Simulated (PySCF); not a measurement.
Working out the ionisation energy of Ar

Ar [Ar] (1S) → Ar⁺ [Ne] 3s2 3p5 (2P). Calculation: PySCF 2.14, in def2-QZVPPD (10s7p5d2f1g, 79 functions); the non-relativistic Hamiltonian (point nucleus). Frozen: 1s2. Energies in hartree (1 hartree = 27.21139 eV):

```
             part   Ar (lower)  Ar⁺ (upper)
              UHF  -526.817203  -526.282528
MP2 opposite-spin    -0.301796    -0.269415
    MP2 same-spin    -0.113401    -0.098492
```

Question: What does Hartree-Fock give?

Answer: (-526.282528) − (-526.817203) = 0.534675 hartree = 14.549 eV.

Question: What do MP2 and SCS-MP2 (6/5 opposite-spin, 1/3 same-spin) give?

Answer: The opposite-spin parts differ by 0.881 eV and the same-spin parts by 0.406 eV. MP2: 14.549 + (0.881) + (0.406) = 15.836 eV. SCS-MP2: 14.549 + 1.2 × (0.881) + (0.406)/3 = 15.742 eV.

Measured between the centres of the two terms (NIST): 15.819 eV, so MP2 (valence and next inner shell) is off by 0.017 eV.

What remains against the reference includes basis incompleteness, the frozen core and correlation beyond second order.
